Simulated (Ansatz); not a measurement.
**[H···H···CH$_{2}$], triplet along the distance H1-H2**

All five atoms lie in one plane.

Starting geometry:

```yaml
atoms:
  - { symbol: H, position_ang: [-2.1606, 0.0000, 0.0000] }
  - { symbol: H, position_ang: [-1.4156, 0.0000, 0.0000] }
  - { symbol: C, position_ang: [0.1974, 0.0000, 0.0000] }
  - { symbol: H, position_ang: [0.6119, 0.0000, 0.9962] }
  - { symbol: H, position_ang: [0.6119, 0.0000, -0.9962] }
```

From there H2 is moved from one fragment to the other while all else, the fragments' distance too, stays fixed, so the hump isn't the reaction's barrier; atoms are numbered as listed. Energies are in kJ/mol, counted from the starting geometry at the same level. Kohn–Sham curves are unrestricted where that lies lower.

Basis cc-pVTZ; Ansatz 0.2.0. Correlated methods freeze the noble-gas cores. Prefix R: restricted or restricted open-shell reference; prefix U: unrestricted.

Full CI isn't at hand for all of this; UCCSDT(Q) serves as the reference, and is uncertain by about the last step of the cluster series.

```
distance H1-H2 (Å)  UCCSDT(Q)    PBE  r2SCAN   PBE0  B3LYP  wB97X-V  wB97M-V  B2PLYP  RPA-PBE
             0.745        0.0    0.0     0.0    0.0    0.0      0.0      0.0     0.0      0.0
             0.820        0.8   -6.6    -3.8   -3.7   -3.0     -1.7     -0.5    -0.9      0.1
             0.969        6.7  -10.6    -5.0   -4.3   -2.0      1.2      3.9     1.9      4.7
             1.119       -8.3  -23.2   -19.6  -18.9  -14.8    -13.2     -9.3   -13.8     -9.0
             1.268      -23.5  -28.9   -28.4  -29.9  -24.2    -26.1    -21.8   -27.9    -22.2
```

**Question.** Judged by the spread of the error over the points with a reference (largest less smallest), which of these follows UCCSDT(Q) best and which worst?

**Answer.** Subtracting the UCCSDT(Q) column from each: best RPA-PBE (errors from -2.0 to 1.3, spread 3.3 kJ/mol), worst PBE (from -17.3 to 0.0, spread 17.3 kJ/mol). Functionals and wave-function methods converge differently with the basis, so part of this is basis effect.
